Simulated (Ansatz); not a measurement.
Computed with frozen-core CCSD(T)/cc-pVQZ // PBE0-D3(BJ)/def2-TZVP (Ansatz, a first-principles code).

Ansatz 0.2 input:
```yaml
crystal:
  periodic: [false, false, false]
  atoms:
    - { symbol: C, position_ang: [-0.541488, 0.008219, -0.011766] }
    - { symbol: C, position_ang: [0.765053, -0.011631, 0.016741] }
    - { symbol: O, position_ang: [1.920919, -0.029174, 0.041976] }
    - { symbol: H, position_ang: [-1.0865, -0.9238, -0.025313] }
    - { symbol: H, position_ang: [-1.057984, 0.956385, -0.021639] }
basis:
  gaussian: { orbitals: cc-pVQZ }
correlation:
  method: ccsd_t
```

Output:

```
Functional definition: HF
1339 factors; integrals over basis functions are off by at most 9.8e-4 eV
mean field evaluation 1: about -4128.4918 eV, gradient 3.1e1 eV
mean field evaluation 2: about -4128.4931 eV, gradient 3.1e1 eV
mean field evaluation 4: about -4130.5266 eV, gradient 4.1e0 eV
mean field evaluation 8: about -4130.5820 eV, gradient 2.2e-1 eV
mean field evaluation 16: about -4130.5699 eV, gradient 1.5e0 eV
mean field -4130.58249355 eV, -151.7961068286 hartree, gradient 2.2e-6 eV, S^2 0.000000; 0 other end points of the search recorded, 0 dependent functions left out
3 core orbitals not correlated
reference -4130.58249355 eV, -151.7961068286 hartree; 8, 8 occupied and 214, 214 virtual orbitals, 1339 factors
second order -15.67297801 eV of doubles, -0.00000000 eV of singles
cycle   1  -15.22214055 eV  change    4.5e-1 eV  update   1.0e-1
cycle   2  -15.65328075 eV  change   -4.3e-1 eV  update   3.7e-2
cycle   3  -15.76392660 eV  change   -1.1e-1 eV  update   1.6e-2
cycle   4  -15.75256671 eV  change    1.1e-2 eV  update   4.0e-3
cycle   5  -15.75064369 eV  change    1.9e-3 eV  update   1.3e-3
cycle   6  -15.75147130 eV  change   -8.3e-4 eV  update   4.4e-4
cycle   7  -15.75121709 eV  change    2.5e-4 eV  update   1.4e-4
cycle   8  -15.75122695 eV  change   -9.9e-6 eV  update   5.0e-5
cycle   9  -15.75124668 eV  change   -2.0e-5 eV  update   2.1e-5
cycle  10  -15.75124444 eV  change    2.2e-6 eV  update   6.7e-6
perturbative correction -0.77603866 eV, -0.0285188947 hartree
Total energy: -4147.10977665 eV, -152.4034732797 hartree
```

Cost: very roughly 2.1 core-minutes.
